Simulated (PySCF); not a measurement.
## How the method moves the HOMO and LUMO of `N=[PH3]`

H₄NP.
Cartesian coordinates in Å at the PBE0-D3(BJ)/def2-SVP level; atoms count from 1:
```
atom  x, y, z in Å
N1     1.1414    0.6563   -0.0926
P2    -0.2765    0.0025    0.0127
H3     1.9118   -0.0083   -0.1437
H4    -0.8278   -0.8367   -1.0206
H5    -1.2665    1.0088    0.0739
H6    -0.6761   -0.8186    1.1272
```

Basis pcSseg-2 throughout (PySCF), one geometry. Isolated species at its PBE0-D3(BJ)/def2-SVP geometry, gas phase.

How do the orbital energies, the gap and the dipole change with the method?

```
   method                    kind  HOMO (eV)  LUMO (eV)  gap (eV)  μ (D)  SCF cycles
     BLYP                     GGA      -5.45      -0.76      4.69   2.75          13
     OPBE                     GGA      -5.53      -0.63      4.90   2.66          14
    B97-D                     GGA      -5.54      -0.68      4.86   2.76          13
      PBE                     GGA      -5.56      -0.82      4.75   2.73          14
      KT2                     GGA      -5.61      -0.86      4.76   2.72          14
      KT3                     GGA      -5.63      -0.84      4.79   2.66          14
     BP86                     GGA      -5.67      -0.83      4.84   2.76          13
      LDA                     LDA      -5.68      -1.03      4.65   2.86          13
    B97-2           global hybrid      -6.58       0.08      6.66   2.94          12
    B3LYP           global hybrid      -6.62      -0.21      6.41   2.96          12
     PBE0           global hybrid      -6.84       0.07      6.91   2.98          12
 mPW1PW91           global hybrid      -6.87       0.08      6.94   2.98          12
BHandHLYP           global hybrid      -8.04       0.85      8.89   3.22          11
CAM-B3LYP  range-separated hybrid      -8.20       0.99      9.19   3.14          11
  wB97X-D  range-separated hybrid      -8.70       1.86     10.56   3.10          13
  LC-wPBE  range-separated hybrid      -9.56       2.23     11.79   3.24          13
       HF            Hartree–Fock      -9.95       2.66     12.62   3.51          10
```

The HOMO spans 4.51 eV, from BLYP down to HF, and the gap runs from 4.65 eV (LDA) to 12.62 eV (HF). Over the methods BLYP (0 %), OPBE (0 %), B97-D (0 %), PBE (0 %), KT2 (0 %), KT3 (0 %), BP86 (0 %), LDA (0 %), B97-2 (21 %), B3LYP (20 %), PBE0 (25 %), mPW1PW91 (25 %), BHandHLYP (50 %), HF (100 %), a straight line through the gap against the share of exact exchange rises by 0.79 eV for each 10 % (correlation coefficient 0.999). The dipole ranges from 2.66 D (KT3) to 3.51 D (HF). This basis has no diffuse functions.

The vertical ΔSCF ionisation energy at CAM-B3LYP/def2-SVPD is 9.18 eV; −ε(HOMO) comes closest to it with LC-wPBE (9.56 eV).
